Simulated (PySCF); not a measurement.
# Gas-phase thermal properties of SiCl₄

Energies from PySCF (xtb for GFN2), thermal terms from the rigid-rotor harmonic-oscillator model, ideal gas at 1 bar. The comparison is the NASA 1993 polynomial table, which mixes measured and estimated data. 6-31G* has spherical d functions here. All species are closed-shell singlets. B3LYP is the form with VWN-RPA correlation. The harmonic model lacks anharmonicity and excited electronic states, which grow with temperature; levels with a mode under 35 cm⁻¹ are left out. The table's entry may be an old estimate for SiCl₄ (not checked at source).

```tsv
level	point group	σ	ZPE (kJ/mol)	S°298 (J/mol/K)	Cp298 (J/mol/K)	S°1000 (J/mol/K)	H1000 − H298 (kJ/mol)
table	-	-	-	331.0	90.4	452.4	71.4
B3LYP/6-31G*	Td	12	19.0	332.5	90.8	454.3	71.6
GFN2-xTB	Td	12	15.9	344.5	94.7	468.6	72.7
HF/6-31G*	Td	12	20.5	327.6	88.8	448.2	71.0
PBE/def2-SVP	Td	12	18.7	334.8	91.0	456.6	71.6
PBE0/def2-TZVP	Td	12	19.3	331.9	90.3	453.4	71.5
```
σ: rotational symmetry number. Electronic degeneracy used: 1. Frequencies are unscaled.
